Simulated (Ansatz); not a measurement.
C₂H₃FOS, SMILES `FC1(S)CO1` at its PBE0-D4/def2-TZVP geometry, where that method's forces vanish. The species carries charge 0 and has multiplicity 1.

```xyz
8

F     0.3631   -1.5389   -0.5779
C     0.1612   -0.3373    0.0094
S     0.3328   -0.3939    1.7773
C    -0.7400    0.6000   -0.6373
O     0.6931    0.7127   -0.7010
H     1.6410   -0.7022    1.7520
H    -1.2116    0.2896   -1.5646
H    -1.2396    1.3702   -0.0578
```

Task: What forces (eV/Å) does PBE-D4/def2-TZVPP give on these atoms in the Gaussian-basis code of Ansatz? (Estimate.)

Result: Ansatz gave: 
```
F1   0.121 -0.778 -0.346
C2  -0.108 -0.048  0.439
S3  -0.256  0.053  0.432
C4  -0.543  0.142 -0.052
O5   0.801  0.580 -0.380
H6   0.261 -0.063 -0.013
H7  -0.135 -0.068 -0.203
H8  -0.142  0.182  0.124
```
